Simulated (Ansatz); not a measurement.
A made-up structure of CH3OS (charge +1), closed shell:

O1  (-0.748, -0.724, -0.335)
C2  (0.298, 0.045, -0.498)
S3  (0.916, 0.884, 0.405)
H4  (-1.302, -0.863, 0.446)
H5  (0.882, 0.168, -1.387)
H6  (-0.046, 0.490, 1.368)
(Å)

It is relaxed with PBE-D4/def2-SVP and then PBE0-D4/def2-TZVP (Ansatz 0.2.0). Atoms count as bonded within 1.22 times the sum of their covalent radii (H–H: 0.88 Å). The end point is not checked to be a true minimum.

Does its bonding change? (Judge from chemistry; the calculation decides.)

By the calculation: No: no bond forms or breaks.

Where it ends: The first stage lowers the energy by 3.36 eV in 7 steps. It ends as CH₃OS ([OH][CH][SH]), total charge +1:
```xyz
6
angstrom
O -0.7466 -0.7927 -0.5184
C 0.2542 -0.0086 -0.5474
S 0.9130 0.9676 0.6289
H -1.2277 -0.8503 0.3261
H 0.7575 0.0191 -1.5152
H 0.0497 0.6649 1.6259
```

Labels in which every atom is bracketed show which atoms are joined, not bond orders.

For scale, one of the runs: PBE0-D4/def2-TZVP relaxation, 117 basis functions, launched by `ansatz run in.yaml --threads 2 --pin off --events-out ev --progress --plain --max-ram 4352MiB`. The run took about 13 s on 2 CPU threads of an Arm Neoverse V1 (shared host).
